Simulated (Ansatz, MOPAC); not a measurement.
System: SiH$_{3}$ (charge +1, singlet). SMILES of the parent species: [SiH3]

Atoms: Si1, H2, H3, H4. Bonds: Si1-H2, Si1-H3, Si1-H4.

Bond lengths (Å) and angles (degrees) optimised at PM6 with MOPAC; MNDO with MOPAC; HF/STO-3G with Ansatz (a quantum-chemistry and plane-wave program); HF/6-31G* with Ansatz, each started from the B3LYP-D3(BJ)/def2-TZVP structure (Ansatz) of the last column. A row stands for all coordinates that are equal there. 6-31G* holds six Cartesian d functions. No wavenumbers were computed at MNDO, HF/STO-3G, so these may be saddle points.

| coordinate | PM6 | MNDO | HF/STO-3G | HF/6-31G* | B3LYP-D3(BJ)/def2-TZVP |
|---|---|---|---|---|---|
| Si1-H2 | 1.464 | 1.340 | 1.436 | 1.454 | 1.468 |
| H2-Si1-H3 | 120.0 | 120.0 | 120.0 | 120.0 | 120.0 |

Mean signed difference of all 3 bond lengths from B3LYP-D3(BJ)/def2-TZVP: PM6 -0.004 Å, MNDO -0.127 Å, HF/STO-3G -0.032 Å, HF/6-31G* -0.013 Å.
